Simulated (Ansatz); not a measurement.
# AlP+ (quartet): wave-function methods side by side, def2-QZVPP

An exercise on one series of results from a longer session: the logs are not shown, and one member is left open.

The runs use Ansatz 0.2.0, Gaussian basis; def2-QZVPP, core rule «outside noble gas», up to 10 orbitals frozen.

Plan: UHF; ROHF; CCSD(T) on UHF.

2 further runs of the same task are left out: 2 set aside as unsound or not needed.

## The geometry

The geometry is a PBE0/def2-TZVP stationary point (not a proven minimum) of the parent state, kept for this charge and spin.

2 atoms, charge 1, spin multiplicity 4.

Atoms are counted from 1 here; the program's logs count them from 0.

Bond lengths: Al1–P2 2.208 Å.

The first run:

File in.yaml:

```yaml
crystal:
  periodic: [false, false, false]
  atoms:
    - {symbol: Al, position_ang: [0.000000, 0.000000, 0.000000]}
    - {symbol: P, position_ang: [0.000000, 0.000000, 2.208000]}
basis:
  gaussian: {orbitals: "def2-QZVPP.json"}
total_charge: 1
magnetization: {spin_polarized: true, initial_magnetization: 3}
hamiltonian: {xc: hf}
output: {orbitals: {seedname: orbitals}}
```

Run with:

```
$ ansatz run in.yaml --threads 1 --pin off --events-out ev --progress --plain --max-ram 4096MiB --backend cpu
```

Steps of the session up to this table: UHF; ROHF; CCSD(T) on UHF.

One of the session's tables, all rows but one given; the rest of the session is left out.

```
  method  from UCCSD(T) (kcal/mol)
    ROHF                   +109.34
     UHF                   +105.01
    UMP2                    +20.84
   UCCSD                         ?
UCCSD(T)                         0
```

Q: Estimate the row for UCCSD from the others.

The run gave: from UCCSD(T) (kcal/mol): +5.47. In the column «from UCCSD(T) (kcal/mol)» it lies between UCCSD(T) (0) and UMP2 (+20.84).
